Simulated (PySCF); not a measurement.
# MgO: bond curves at several levels of theory

What are the lowest state that PBE0 finds, the bond length, vibrational wavenumber and bond energy of MgO, and how much do these hang on the method?

Program: PySCF 2.14.0. Level of theory: Mg aug-cc-pVDZ, O aug-cc-pVDZ, no relativity. These are calculated values, not measurements.

## (1) The job

A driver script around PySCF takes these settings:

```json
{"atoms": "Mg, O", "charge": "0", "basis": "Mg aug-cc-pVDZ, O aug-cc-pVDZ", "Hamiltonian": "no relativity", "basis functions": "50", "electrons treated": "20", "masses in u": "23.9850, 15.9949", "levels": "PBE0, PBE, r²SCAN, B2PLYP, MN15, TPSSh, LC-ωPBE, HF, MP2, SCS-MP2, CCSD, CCSD(T)", "grid": "80 radial by 434 angular points", "occupations": "held fixed by the projection of orbital angular momentum", "dissociation limit": "Mg + O, each in its ground configuration", "starting distance in angstrom": "1.955", "values of 2S to try": "0, 2"}
```

Command:

```bash
$ OMP_NUM_THREADS=1 python dia.py task.json out
```

After this run come: PBE0 along the bond; Other states along the same grid; PBE; r²SCAN; B2PLYP (double hybrid); MN15 (hybrid meta-GGA); TPSSh (hybrid meta-GGA); LC-ωPBE (range-separated hybrid); UHF (mean field); Adding correlation.

Before running it: what results should come out? Wanted: for each run, Re; ωe; De; μ.

The runs gave:

Lowest PBE0 solution found, without spin–orbit coupling: ³Π (triplet), unpaired electrons σ ↑, π ↑. State 2 has its PBE0 minimum 0.06 eV higher, as a spin-mixed determinant (⟨S²⟩ = 1.00), so this is no gap between pure states. State 3 has its PBE0 minimum 0.40 eV higher. The other levels ran on the lowest alone.

```
      level  Re (Å)  ωe (cm⁻¹)  De (eV)  μ (D)
        UHF   1.874        678     1.35  -3.32
    UHF-MP2   1.904        627     2.40    n/a
UHF-SCS-MP2   1.904        626     2.23    n/a
   UHF-CCSD   1.903        627     2.00    n/a
UHF-CCSD(T)   1.908        617     2.08    n/a
        PBE   1.919        586     2.60  -3.03
     r²SCAN   1.898        622     2.69  -3.14
      TPSSh   1.907        606     2.40  -2.97
       PBE0   1.894        625     2.37  -3.18
       MN15   1.902        609     2.24  -3.68
    LC-ωPBE   1.887        642     2.61  -3.18
     B2PLYP   1.900        621     2.31  -3.42
```

De is counted to Mg + O in their ground configurations. A positive dipole means Mg(−)O(+).

Differences from CCSD(T) in the same basis:

```
      level  Re (mÅ)  ωe (%)
        UHF      -35    +9.8
    UHF-MP2       -4    +1.6
UHF-SCS-MP2       -4    +1.5
   UHF-CCSD       -6    +1.6
        PBE      +11    -5.1
     r²SCAN      -10    +0.8
      TPSSh       -2    -1.8
       PBE0      -14    +1.3
       MN15       -7    -1.4
    LC-ωPBE      -21    +4.1
     B2PLYP       -9    +0.6
```

Against CCSD(T) in the same basis, the bond length is nearest at TPSSh (-2 mÅ) and farthest at UHF (-35 mÅ); the wavenumber is nearest at B2PLYP (+0.6 %) and farthest at UHF (+9.8 %). Hartree–Fock falls on the short and stiff side, its usual fault. PBE has the long and soft bond that GGAs tend to give. CCSD(T) in a basis this small is itself some way from its limit, more so than the functionals. Of the levels with a De here, UHF gives the least (1.35 eV) and r²SCAN the most (2.69 eV).

Correlated steps freeze 2 core orbitals. B2PLYP dipoles, levels and charges come from its SCF part alone. At some levels the lowest empty orbital lies below the highest filled one (the two can be of opposite spin).
